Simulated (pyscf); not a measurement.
Thermochemistry of product channels of Cd [singlet] + H₂O on the singlet surface, in eV, from ωB97M-D3(BJ)/def2-TZVP energies (ideal gas, 1 atm, RRHO with modes under 100 cm⁻¹ raised to 100, one conformer, R ln 2 for chiral ones without a mode under 150 cm⁻¹). Optimised with ωB97X-D3(BJ)/def2-SVP in PySCF.

| products | ΔE | ΔH(298 K) | ΔG(298 K) | ΔG(600 K) |
|---|---|---|---|---|
| HO–CdH | +0.67 | +0.54 | +0.84 | +1.14 |
| O=Cd + H₂ | +4.79 | +4.53 | +4.51 | +4.48 |

These are energies of the channels, which say nothing of barriers. One closed-shell reference is unstable to symmetry breaking; treat the single-reference values with care. Elements past Kr carry the def2 core potentials, without spin-orbit coupling.
